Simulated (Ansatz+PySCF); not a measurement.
A calculation with Ansatz (development build ahead of 0.2.0).

```yaml
crystal:
  periodic: [false, false, false]
  atoms:
    - { symbol: O, position_ang: [0.0, 0.0, -0.11966] }
    - { symbol: H, position_ang: [0.0, 0.75417, 0.47865] }
    - { symbol: H, position_ang: [0.0, -0.75417, 0.47865] }
basis:
  gaussian: { orbitals: def2-SVP }
magnetization:
  spin_polarized: true
hamiltonian:
  xc: hf
correlation:
  method: mp2
  frozen_orbitals: { H: 0, O: 1 }
```

The input is written out in the form of the current development build from the run's settings.

The run gave:

```
Converged                                                          : yes
Reference energy                                                   : -75.96062 hartree
Correlation energy                                                 : -0.20162 hartree
Total energy                                                       : -76.16224 hartree
Spin squared of the determinant                                    : 0.000
Stability test                                                     : minimum
Occupied orbitals by symmetry in an Abelian subgroup (alpha; beta) : 3 A1 1 B1 1 B2; 3 A1 1 B1 1 B2
```
